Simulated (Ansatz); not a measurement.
Computed with Ansatz.

A structure relaxed at PBE0-D4/def2-TZVP, charge 0, multiplicity 1:

```xyz
13

C    -0.950    1.786   -0.452
N    -0.422    1.201    0.527
C    -0.714   -0.214    0.706
N     0.462   -1.033    0.759
C     1.239   -1.035   -0.464
H    -0.747    2.844   -0.622
H    -1.622    1.282   -1.163
H    -1.368   -0.593   -0.096
H    -1.247   -0.313    1.656
H     1.037   -0.749    1.542
H     0.628   -1.437   -1.277
H     1.604   -0.045   -0.773
H     2.099   -1.696   -0.343
```

Question: Give its formula and SMILES.

Answer: C3H8N2, `C=NCNC`.

Question: Point group (tolerance 0.08 Å, 0.16 Å for H)?

Answer: C1.

Question: Summarise the bond lengths by kind.

Answer: 4 × C–N 1.257 to 1.455 Å; 7 × C–H 1.090 to 1.102 Å; 1 × H–N 1.012 Å.
